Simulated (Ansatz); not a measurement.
BaAgSbS3 (C2/c, No. 15; cell taken from a computed entry), treated with r²SCAN+SOC (plane waves, PAW; Ansatz, a program for electronic structure).

The input as run:

Ansatz 0.2 input:
```yaml
crystal:
  lattice:
    - [4.6326478354, -3.9649488362, -0.0205481381]
    - [4.6326478354, 3.9649488362, -0.0205481381]
    - [-3.4672337154, 0.0, 16.6237091383]
  atoms:
    - { symbol: Ba, position: [0.5441966284, 0.7987102792, 0.1115125062] }
    - { symbol: Ba, position: [0.4558033716, 0.2012897208, 0.8884874938] }
    - { symbol: Ba, position: [0.2012897208, 0.4558033716, 0.3884874938] }
    - { symbol: Ba, position: [0.7987102792, 0.5441966284, 0.6115125062] }
    - { symbol: Ag, position: [0.0718376323, 0.9281623677, 0.25] }
    - { symbol: Ag, position: [0.9281623677, 0.0718376323, 0.75] }
    - { symbol: Ag, position: [0.6970480401, 0.3029519599, 0.25] }
    - { symbol: Ag, position: [0.3029519599, 0.6970480401, 0.75] }
    - { symbol: Sb, position: [0.0210095123, 0.3210504431, 0.0760079811] }
    - { symbol: Sb, position: [0.9789904877, 0.6789495569, 0.9239920189] }
    - { symbol: Sb, position: [0.6789495569, 0.9789904877, 0.4239920189] }
    - { symbol: Sb, position: [0.3210504431, 0.0210095123, 0.5760079811] }
    - { symbol: S, position: [0.9606546942, 0.5126161181, 0.2141853933] }
    - { symbol: S, position: [0.0393453058, 0.4873838819, 0.7858146067] }
    - { symbol: S, position: [0.4873838819, 0.0393453058, 0.2858146067] }
    - { symbol: S, position: [0.5126161181, 0.9606546942, 0.7141853933] }
    - { symbol: S, position: [0.424747768, 0.3053048375, 0.0822274221] }
    - { symbol: S, position: [0.575252232, 0.6946951625, 0.9177725779] }
    - { symbol: S, position: [0.6946951625, 0.575252232, 0.4177725779] }
    - { symbol: S, position: [0.3053048375, 0.424747768, 0.5822274221] }
    - { symbol: S, position: [0.0164530751, 0.9382364332, 0.1035408681] }
    - { symbol: S, position: [0.9835469249, 0.0617635668, 0.8964591319] }
    - { symbol: S, position: [0.0617635668, 0.9835469249, 0.3964591319] }
    - { symbol: S, position: [0.9382364332, 0.0164530751, 0.6035408681] }
basis:
  ecutwfc: 560
  ecutrho_ratio: 4
  xc_grid: 3
kpoints:
  mp_grid: { grid: [6, 6, 2] }
hamiltonian:
  xc: r2scan
  dispersion: none
  pseudopotentials: { kind: paw }
scf:
  occupations: { method: fermi_dirac, width: 0.01 }
  convergence: { dr2_threshold: 0.0000000024 }
output:
  forces: true
  stress: true
  eigenvalues: true
magnetization:
  noncollinear: true
  spin_orbit: true
```

Output (set-up and result lines):

```
Crystal: 24 atoms, lattice volume = 610.131 Å³
Basis set: ecut = 560 eV, 18381 PW (Γ), exchange–correlation on 144×144×405 points (27 copies of the dense FFT grid, shifted against one another)
Bands: 298, of which v1, the nominal top of the filled ones, is band 248 counted from 1 (247 counted from 0)
Symmetry: 4 space group operations + 4 with time reversal
k-points: 26 of 72
Initial density: superposition of atomic densities (chi_scale 0.1, normalization cell, long waves kept (reshape's long-wave potential 0.01 eV rms))
Functional: x = r2scan, c = r2scan; τ floored in thin density (d = 2e-4 eV/Å³)
WARN: concurrent solve slots capped 8 → 4 …
spin=Noncollinear: Resta preconditioning applied to the charge; magnetization (m_x, m_y, m_z) channels mix plain (no charge-response kernel on spin).
SCF 1 converged in 12 iterations: F = -91033.514724 eV  dr2 = 6.86e-10
SCF converged after 12 iterations
Free energy (F): -91033.514724 eV
Internal energy: -91033.514724 eV  (E = F + TS)
E sigma→0 (E₀):  -91033.514724 eV
Fermi energy:    8.825590 eV
--- Forces (eV/Å), atoms counted from 1 ---
  atom   1  Ba    -0.05012989    -0.02448976    -0.03235555
  atom   2  Ba     0.05012989     0.02448976     0.03235555
  atom   3  Ba     0.05012989    -0.02448976     0.03235555
  atom   4  Ba    -0.05012989     0.02448976    -0.03235555
  atom   5  Ag     0.00000000    -0.00024336    -0.00000000
  atom   6  Ag    -0.00000000     0.00024336     0.00000000
  atom   7  Ag    -0.00000000     0.07658629    -0.00000000
  atom   8  Ag     0.00000000    -0.07658629     0.00000000
  atom   9  Sb    -0.04174079    -0.14182230     0.18767931
  atom  10  Sb     0.04174079     0.14182230    -0.18767931
  atom  11  Sb     0.04174079    -0.14182230    -0.18767931
  atom  12  Sb    -0.04174079     0.14182230     0.18767931
  atom  13  S      0.07238458    -0.14181437    -0.13968765
  atom  14  S     -0.07238458     0.14181437     0.13968765
  atom  15  S     -0.07238458    -0.14181437     0.13968765
  atom  16  S      0.07238458     0.14181437    -0.13968765
  atom  17  S     -0.13989463     0.13678838    -0.02403651
  atom  18  S      0.13989463    -0.13678838     0.02403651
  atom  19  S      0.13989463     0.13678838     0.02403651
  atom  20  S     -0.13989463    -0.13678838    -0.02403651
  atom  21  S      0.19664037     0.16807439    -0.16633667
  atom  22  S     -0.19664037    -0.16807439     0.16633667
  atom  23  S     -0.19664037     0.16807439     0.16633667
  atom  24  S      0.19664037    -0.16807439    -0.16633667
--- Stress (GPa, compression-positive) ---
        2.389812      -0.000000      -0.098642
       -0.000000       1.678568       0.000000
       -0.098642       0.000000       2.483427
  P = ⅓ Tr σ = 2.1839 GPa (21.839 kbar)
```

The PAW data were made under PBE.

Note: cell and atoms aren't relaxed at this level (largest force component 0.20 eV/Å, pressure 2.2 GPa).
